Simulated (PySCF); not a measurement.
## 1,4-pentadiyne: full NMR table

```yaml
Formula: C5H4
SMILES: C#CCC#C
Point_group_of_the_computed_structure: C2v
Degrees_of_unsaturation: 4
Carbon_signals: 3
Proton_signals: 2
```

Molfile (atoms numbered from 1):
```
C5H4
     RDKit          3D

  9  8  0  0  0  0  0  0  0  0999 V2000
   -2.2010   -0.7429    0.0850 C   0  0  0  0  0  0  0  0  0  0  0  0
   -1.2081   -0.0529    0.0569 C   0  0  0  0  0  0  0  0  0  0  0  0
   -0.0158    0.7928    0.0234 C   0  0  0  0  0  0  0  0  0  0  0  0
    1.2386    0.0461   -0.0592 C   0  0  0  0  0  0  0  0  0  0  0  0
    2.2807   -0.5631   -0.1317 C   0  0  0  0  0  0  0  0  0  0  0  0
   -3.0820   -1.3568    0.1088 H   0  0  0  0  0  0  0  0  0  0  0  0
   -0.0836    1.4833   -0.8360 H   0  0  0  0  0  0  0  0  0  0  0  0
    0.0008    1.4335    0.9229 H   0  0  0  0  0  0  0  0  0  0  0  0
    3.2033   -1.1095   -0.1959 H   0  0  0  0  0  0  0  0  0  0  0  0
  1  2  3  0
  2  3  1  0
  3  4  1  0
  4  5  3  0
  1  6  1  0
  3  7  1  0
  3  8  1  0
  5  9  1  0
M  END
```

All values are calculated (PySCF 2.14.0 with density-fitted response routines): HF/pcSseg-2 with gauge-including orbitals, geometry from PBE0-D3(BJ)/def2-SVP, B3LYP/pcJ-1 coupling constants. Single conformer, relativity neglected, one averaged value for each set of equivalent atoms, isolated molecule.

References, each an isolated molecule treated in the same way: TMS for $^{1}$H (31.68 ppm), $^{13}$C (191.47 ppm).

```tsv
carbon	δC, type	δH (multiplicity, J in Hz)	HMBC from (abs. J ≥ 3 Hz)	span of the C tensor (ppm)
C1/C5	77.9, CH	2.30 (t, 4.2)	H7/H8	206
C2/C4	81.5, C	–	H7/H8, H6/H9	291
C3	7.1, CH2	2.97 (t, 4.2)	H6/H9	20
```

Selected couplings (Hz, signed; the shortest-range and largest first, 30 at most; isotopes $^{13}$C, $^{1}$H): $^{1}J$(C1,H6) 275.7, $^{1}J$(C1,C2) 217.5, $^{1}J$(C3,H7) 139.8, $^{1}J$(C2,C3) 80.5, $^{2}J$(C1,C3) 14.3, $^{3}J$(C1,C4) 3.4, $^{4}J$(H6,H7) -4.2.

- Carbon types of the structure: 2 × C, 2 × CH, 1 × CH2, which accounts for all hydrogens.
- δC 81.5: alkyne carbon; the triple bond shields along its axis, which puts it between sp3 and sp2 carbons.
- δC 77.9: terminal alkyne carbon; sp carbons lie upfield of alkene carbons because the cylindrical π system leaves one tensor component strongly shielded.
- δC 7.1: propargylic sp3 CH2; a saturated carbon with 2 carbon neighbours and no heteroatom attached.
- δH 2.97: hydrogen on a propargylic sp3 CH2.
- δH 2.30: hydrogen on a terminal alkyne carbon; it lies on the axis of the triple bond, in its shielding cone.

Multiplet labels drop couplings under 1 Hz and merge nearly equal ones. Shifts are as computed, not scaled to solution data. Of 1211 compounds with measured shifts, 218 miss one by over three times the rms of a fit or turn the order of signals round; such compounds aren't used in these exercises.
